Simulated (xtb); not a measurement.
xtb input (GFN2-xTB):

```bash
xtb mol.xyz --gfn 2 --ohess tight --chrg -1 --uhf 0
```
mol.xyz:
```
9

O      0.03373081     0.26055666     1.94593258
C      0.03562301     0.21489402     0.70794358
C      0.03626538     1.52848805    -0.08845747
C     -0.02611251    -1.08412724    -0.12320954
H      0.00649861    -1.86883849     0.59278495
H     -0.86365343     1.53307436    -0.74851262
H      0.87868271     1.54286008    -0.74351306
H      0.88268386    -1.08310135    -0.77524965
H     -0.86427007    -1.09608089    -0.71861721
```

End of the output:

```
optimized geometry written to: xtbopt.xyz

           -------------------------------------------------
          | TOTAL ENERGY              -13.190440915538 Eh   |
          | TOTAL ENTHALPY            -13.115692580933 Eh   |
          | TOTAL FREE ENERGY         -13.148875335500 Eh   |
          | GRADIENT NORM               0.000075249035 Eh/α |
          | HOMO-LUMO GAP               4.759918137386 eV   |
           -------------------------------------------------

------------------------------------------------------------------------
------------------------------------------------------------------------
 total:
 SCF:
 ANC optimizer:
 analytical hessian:
```

It need not be the lowest isomer of its formula. Whether it binds its extra electron was not tested at this geometry.
